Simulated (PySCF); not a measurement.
Coordinates in bohr (charge 0 multiplicity 1):
```
P     0.0180    0.9217   -0.1681
O     0.4078   -0.1822    2.6850
O     2.2243   -0.5966   -1.6310
O    -2.5257   -0.7918   -0.7404
H    -1.0907   -1.0216    3.2865
H     2.3716   -2.3432   -1.1161
H    -3.5302   -0.0606   -2.0657
```

Method: PBE0/[P def2-TZVP, O def2-TZVP, H def2-TZVP], no relativity, density fitting, PySCF.

This geometry of P(OH)₃ is a stationary point at this level.

(1) What is the point group?

(2) Is it a minimum?

(3) Which band is strongest in the infrared?

(4) What are the dipole moment and the gap between the highest occupied and lowest empty levels?

Results:

(1) C1.

(2) No: it has 1 imaginary mode, at 124i cm⁻¹ (a).

(3) 863 cm⁻¹ (a), 279 km/mol.

(4) 2.38 D and 7.92 eV.

Only a few start shapes were tried, so a lower isomer may exist.
